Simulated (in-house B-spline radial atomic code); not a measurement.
Kr. Computed with a B-spline radial atomic code. Model: non-relativistic spherical atom: semilocal Troullier-Martins pseudo-atom, one channel per l, against all electrons, high spin, G0W0 and RPA with empty states to l = 8, local potential for every l without a channel, a model core (radius 0 = none) keeps its share of the functional.

What the tables leave out is listed at the end.

The pseudopotential gives back the lowest level of each angular momentum of its own functional in the configuration it was made in; a second state of the same l is only approximately right. Exact exchange, RPA and GW see the smooth pseudo-orbitals and miss the exchange with the core, for which the functional's share stands in. The column with an uncorrelated core keeps all orbitals and exact exchange, and so separates missing core correlation from pseudisation. Only the three outermost levels and the lowest empty one were computed. RPA here is direct RPA, with no exchange kernel, and its energies carry an (l + 1/2)⁻⁴ tail. A hybrid on a potential with a model core restores only its own semilocal share of the core's exchange.

Command:
```bash
python run_psgw.py task.json out
```
Settings (lengths in bohr, energies in hartree):
```
Z                      36
electrons              36
configuration          [Ar] 3d10 4s2 4p6
generated_in           [Ar] 3d10 4s2 4p6
functional             lda,vwn
core_shells            5
radius_factor          0.8
core_correction        True
```

Cost of the run: 12 s on 1 thread of Intel(R) Xeon(R) 6975P-C (Granite Rapids) (shared host).

Given: made with LDA VWN5; model core radius 0.256 bohr; local radius 1.017 bohr; mean-field start LDA VWN5.

Valence shells of the generating configuration: 3d, 4s, 4p.

Channel: s 1.08, p 1.242, d 0.977 (radii in bohr).

Computed: largest level miss in the spin-unpolarised generating configuration 0 eV; valence RPA correlation energy all-electron orbitals -1.1088 hartree; valence RPA correlation energy pseudo -1.4112 hartree; all-electron RPA polarisability, core included 15.812 bohr³.

```tsv
level	occupied	mean-field all-electron (eV)	mean-field pseudo minus all (eV)	G0W0 all-electron (eV)	G0W0 uncorrelated core minus all (eV)	G0W0 pseudo minus all (eV)	exchange self-energy all-electron (eV)	exchange self-energy pseudo (eV)
4p	1	-9.4244	0	-13.981	-0.04	-0.435	-21.567	-20.214
```

What is the pseudo-atom RPA polarisability?

15.744 bohr³.

Given: mean-field start PBE0.

Computed: valence RPA correlation energy all-electron orbitals -1.0572 hartree; valence RPA correlation energy pseudo -1.3612 hartree; pseudo-atom RPA polarisability 13.559 bohr³.

| level | occupied | mean-field all-electron (eV) | mean-field pseudo minus all (eV) | G0W0 all-electron (eV) | G0W0 uncorrelated core minus all (eV) | G0W0 pseudo minus all (eV) | exchange self-energy all-electron (eV) | exchange self-energy pseudo (eV) |
| --- | --- | --- | --- | --- | --- | --- | --- | --- |
| 4p | 1 | -10.773 | -0.061 | -14.231 | -0.037 | -0.325 | -21.493 | -20.378 |

What is the all-electron RPA polarisability, core included?

13.848 bohr³.

Among the listed levels the largest G0W0 shift of the pseudo-atom is -0.43 eV, for 4p on the LDA VWN5 start, while leaving the core uncorrelated moves that level by -0.04 eV. So pseudisation and the lost core exchange, not the missing core correlation, make the error. Not in the tables (levels of low weight, unsolved or above zero; the highest and the empty levels are kept at any weight): on LDA the G0W0 levels 4s (pseudo minus all -1.28 eV, weights 0.16 and 0.14), 3d (pseudo minus all +6.91 eV, weights 0.64 and 0.02); on PBE0 the G0W0 levels 4s (pseudo minus all -1.38 eV, weights 0.09 and 0.17), 3d (pseudo minus all +9.27 eV, weights 0.68 and 0.69); no Hartree-Fock pseudo-atom is run with a model core.
